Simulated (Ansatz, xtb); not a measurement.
# Ranking isomers of CH5BN−

7 gas-phase structures of CH5BN−, found in a search over its isomers (lower ones may exist). Each was relaxed with GFN2-xTB; where two conformers were screened, the lower at r2SCAN-D4/def2-SVPD//GFN2-xTB is listed:

A. `[H]/N=C\[BH3-]`, a singlet
B. `C=[BH-]N`, a singlet
C. `[H]/N=[BH-]\C`, a singlet
D. `[BH3-]N=C`, a singlet
E. `[BH2-]1CN1`, a singlet
F. `[BH2-]=NC`, a singlet
G. `[H]/[C-]=[NH+]\[BH3-]`, a singlet

Task: Make a reasoned guess at their ranking by r2SCAN-D4/def2-SVPD//GFN2-xTB single-point energy.

Result: Calculated order at r2SCAN-D4/def2-SVPD//GFN2-xTB: C (0.0), B (7.1), F (12.7), A (16.7), D (17.4), E (21.6), G (39.3) kcal/mol. Less than 1 kcal/mol parts A and D, so the order within that pair means little.

Energies above the lowest of each column, in kcal/mol; the last columns are at r2SCAN-D4/def2-SVPD geometries and were run for some of them only (a dash: not run or not comparable):

```
structure  GFN2-xTB  HF/STO-3G  r2SCAN-D4/def2-SVPD//GFN2-xTB  r2SCAN-D4/def2-SVPD  CCSD(T)/def2-SVPD + ΔMP2/def2-TZVPPD
        C       6.3        2.4                            0.0                  0.0                                   0.0
        B      26.1       18.9                            7.1                  7.2                                   6.6
        F       0.0       10.4                           12.7                 13.1                                  14.4
        A       7.9        5.5                           16.7                 14.9                                     –
        D       2.2        0.0                           17.4                 17.2                                     –
        E       8.2        1.9                           21.6                    –                                     –
        G      28.6       27.3                           39.3                    –                                     –
```

CCSD(T)/def2-SVPD + ΔMP2/def2-TZVPPD puts C lowest of those it was run on; GFN2-xTB picks F, HF/STO-3G picks D. Flexible structures stand in one conformer each, not always the lowest. Frequencies (r2SCAN-D4/def2-SVPD) were run for B, C, F alone. ΔMP2 is the change of the MP2 energy from the smaller to the larger basis.

Over these structures GFN2-xTB departs from r2SCAN-D4/def2-SVPD//GFN2-xTB by 10.1 kcal/mol on average once a common shift is removed. A GFN2-xTB relaxation took about 0.33 s and the r2SCAN-D4/def2-SVPD//GFN2-xTB energy about 3.3 s on a shared host (Ansatz 0.2.0, xtb 6.7.1).
